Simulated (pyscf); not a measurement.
HO–Sn•(Cl)–Cl + hydrogen chloride (HCl) -> water (H₂O) + Cl–Sn•(Cl)–Cl (four-centre exchange; doublet surface; O–Sn, Cl–H broken, H–O, Cl–Sn formed). Optimised with ωB97X-D3(BJ)/def2-SVP in PySCF. Energies in kcal/mol from the separated reactants.

| level | barrier | reaction energy |
|---|---|---|
| ωB97X-D3(BJ)/def2-TZVP | -5.3 | -17.4 |
| PBE/def2-TZVP | -6.8 | -14.1 |
| r²SCAN/def2-TZVP | -6.7 | -14.5 |
| B3LYP-D3(BJ)/def2-TZVP | -5.7 | -15.5 |
| M06-2X/def2-TZVP | -5.7 | -15.5 |
| ωB97M-D3(BJ)/def2-TZVP | -3.8 | -14.9 |

On the reactant side the descent ends in a complex, 7.0 kcal/mol under the separated species and 1.7 kcal/mol under the saddle at ωB97X-D3(BJ)/def2-TZVP. On the product side the descent ends in an adduct with a O–Sn contact, 10.0 kcal/mol under the separated species and 22.1 kcal/mol under the saddle at ωB97X-D3(BJ)/def2-TZVP. At ωB97X-D3(BJ)/def2-TZVP, PBE, r²SCAN, B3LYP-D3(BJ), M06-2X, ωB97M-D3(BJ) the saddle lies under the separated reactants, which points to a path from their complex (located at ωB97X-D3(BJ) alone). What is counted as broken (O–Sn) persists as a longer contact in the product adduct; parting that adduct is a step of its own. One saddle was located; it need not be the lowest between these sides. Elements past Kr carry the def2 core potentials, without spin-orbit coupling.
